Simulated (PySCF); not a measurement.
**FHO: calculation and literature**

Numbering as in the mapped SMILES `[OH:1][F:2]`. Hydrogens are named by the atom that carries them.

Published values to compare with: δ 1H H(O1) 12.10 ppm (measured; gas or nonpolar solvent (not told per row); T. W. Keal, PhD thesis, Durham 2005).
σ 19F F2 188.5 ppm (CCSD(T)/13s9p4d3f; gas (isolated, no vibration); M. E. Harding, PhD thesis, Mainz 2008 (Harding, Lenhart, Auer, Gauss, JCP 2008, 128, 244111)).
σ 19F F2 192.2; σ 1H H(O1) 19.60; σ 17O O1 -68.9 ppm (CCSD(T)/aug-cc-pCV[TQ]Z extrapolated; gas (isolated, no vibration); Teale, Lutnaes, Helgaker, Tozer, Gauss, JCP 2013, 138, 024111, as tabulated in M. Glasbrenner, PhD thesis, LMU Munich (SI Table 24)).
σ 19F F2 168.9 ppm (CCSD(T)/13s9p4d3f + vibration and temperature (MP2); gas, 300 K; M. E. Harding, PhD thesis, Mainz 2008 (Harding, Lenhart, Auer, Gauss, JCP 2008, 128, 244111)).

Computed data (PySCF 2.14): GIAO PBE0/pcSseg-1 shieldings, PBE0-D3(BJ)/def2-SVP geometry. Relativity neglected, single conformer, in vacuum.

(1) Set the calculated values beside the experiment.

(2) How far are the unscaled 19F shieldings from the references?

Results:

(1) 
Reference values: measured (gas or nonpolar solvent (not told per row); T. W. Keal, PhD thesis, Durham 2005).
```json
{"atoms": "H(O1)", "quantity": "δ 1H vs CH4", "reference": "12.10", "computed": "9.86"}
```

Reference values: CCSD(T)/13s9p4d3f (gas (isolated, no vibration); M. E. Harding, PhD thesis, Mainz 2008 (Harding, Lenhart, Auer, Gauss, JCP 2008, 128, 244111)).
| atoms | quantity | reference | computed |
| --- | --- | --- | --- |
| F2 | σ 19F | 188.5 | 209.5 |

Reference values: CCSD(T)/aug-cc-pCV[TQ]Z extrapolated (gas (isolated, no vibration); Teale, Lutnaes, Helgaker, Tozer, Gauss, JCP 2013, 138, 024111, as tabulated in M. Glasbrenner, PhD thesis, LMU Munich (SI Table 24)).
| atoms | quantity | reference | computed |
| --- | --- | --- | --- |
| F2 | σ 19F | 192.2 | 209.5 |
| H(O1) | σ 1H | 19.60 | 21.08 |
| O1 | σ 17O | -68.9 | -72.2 |

Reference values: CCSD(T)/13s9p4d3f + vibration and temperature (MP2) (gas, 300 K; M. E. Harding, PhD thesis, Mainz 2008 (Harding, Lenhart, Auer, Gauss, JCP 2008, 128, 244111)).
```json
{"atoms": "F2", "quantity": "σ 19F", "reference": "168.9", "computed": "209.5"}
```

Absolute shieldings are compared as such; zero-point and thermal motion, absent here, lowers them by some tenths of a ppm for H, a few ppm for C and up to about 10 ppm for F.

Computed shifts are σ(ref) − σ with the named reference compound (TMS for H and C) calculated as an isolated molecule at the same level. The measured values may be among those fitted. Shieldings were converted by linear fits to measured shifts (mostly CDCl3, TMS scale, for H and C): 1H: δ = 29.91 − 0.950σ (rms 0.21 ppm, 511 shifts, 0.22 ppm with the 3 outliers that the fit left out). Occasional misses reach two or three times the rms, and more in compound classes unlike the fitted ones. Hydrogens on heteroatoms aren't scaled, only referred to computed TMS.

(2) Mean signed difference +26.30 ppm, mean absolute 26.30 ppm over 3 comparisons; the largest is +40.6 ppm at F2 (fluorine bonded to O).

6 of the 29 published NMR values on file for this molecule are compared. The rest: values from further sources, other calculations.

OH and NH positions are those of a molecule without intermolecular hydrogen bonds; in solution they move with solvent, concentration and temperature, and exchange usually removes their couplings.
